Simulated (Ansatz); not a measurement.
Born–Oppenheimer molecular dynamics of BH5N2 (8 atoms, charge 0, multiplicity 1). It starts from a relaxed structure.

Level of theory: UKS PBE0-D4/def2-SVP (Ansatz).

```
ensemble                      : NVE (velocity Verlet)
time step                     : 1 fs
steps asked                   : 150
starting velocities drawn for : 1000 K
masses                        : H 10 u
seed                          : 152018
```

First frame:

```xyz
8
Properties=species:S:1:pos:R:3
N -0.975 0.520 -0.582
B 0.193 0.382 0.199
N 0.851 -0.850 0.401
H -1.437 -0.241 -1.059
H -1.427 1.412 -0.711
H 0.655 1.374 0.723
H 1.685 -0.922 0.963
H 0.548 -1.732 0.010
```

How far do the bonds stretch over the last three quarters of this one trajectory? (Pairs bonded in most of those frames.)


```tsv
bond	mean (Å)	spread (Å)	shortest	longest
N1–B2	1.418	0.034	1.33	1.48
N1–H4	1.018	0.024	0.97	1.06
N1–H5	1.012	0.024	0.96	1.07
B2–N3	1.414	0.044	1.36	1.54
B2–H6	1.225	0.040	1.16	1.31
N3–H7	1.014	0.027	0.97	1.07
N3–H8	1.015	0.025	0.97	1.06
```

Mean temperature of the second half: 508 K. The conserved energy stayed within 0.56 meV per atom of its start (net change 0.29 meV per atom), so the integration is sound. The temperature averaged 0.51 of the 1000 K drawn at the start: a run that starts near a minimum puts about half its kinetic energy into the potential. A run of 0.15 ps of so small a system gives no equilibrium averages.

Time of the run: 6.2 min on 1 thread of Arm Neoverse V2 (shared host), peak memory 0.14 GiB.
